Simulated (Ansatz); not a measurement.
How far each method lies from UCCSDT(Q) for H$_{3}$Si–C, doublet

Geometry: displaced at random from a stationary point.

```yaml
atoms:
  - { symbol: Si, position_ang: [0.0479, 0.0024, 0.4908] }
  - { symbol: C, position_ang: [-0.0905, 0.0108, -1.3871] }
  - { symbol: H, position_ang: [0.5928, -1.2381, 1.0713] }
  - { symbol: H, position_ang: [0.6761, 1.1394, 1.0895] }
  - { symbol: H, position_ang: [-1.5256, -0.0959, 0.6920] }
```

Basis cc-pVDZ; Ansatz 0.2.0. Only valence electrons are correlated (noble-gas cores frozen), which leaves 11 electrons in 41 orbitals. Prefix R: restricted or restricted open-shell reference; prefix U: unrestricted.

Full CI isn't at hand for all of this; UCCSDT(Q) serves as the reference, and is uncertain by about the last step of the cluster series. The frozen core follows each run's orbitals, which can shift R against U totals by a few meV.

Unrestricted rows (U) aren't spin-pure: their determinants' ⟨S²⟩ exceeds S(S+1) by up to 0.60, so they mix in states of higher spin. For open shells CISD is restricted-active-space CI with the open shells as a complete middle space.

```
UHF ⟨S²⟩                          : 1.354
T1 diagnostic (RCCSD)             : 0.0212
largest doubles amplitude (RCCSD) : 0.084
T1 diagnostic (UCCSD)             : 0.0612
```

```csv
level,E − E(UCCSDT(Q)) (meV),share of correlation (%),wall time
RHF,6436,0.00,–
UHF,6062,5.82,–
RMP2,1514,76.48,–
UMP2,1556,75.83,–
CISD,722,88.78,3.4 s
RCCSD,210,96.74,–
UCCSD,219,96.60,–
RCCSD(T),48,99.26,14 s
UCCSD(T),58,99.10,47 s
BCCD(T),47,99.26,8.5 s
RCCSDT,9,99.86,–
UCCSDT,12,99.82,–
RCCSDT(Q),1,99.98,3.3 min
```

The correlation energy at UCCSDT(Q), counted from RHF, is -6.436 eV. That run took 4.8 min on 1 thread of Arm Neoverse V1, shared host.

Times hold each run's SCF and search for its determinant on a shared host, so for small cases they say little of a method's own cost; they ran on 1 thread of Arm Neoverse V1. Some runs computed forces too.
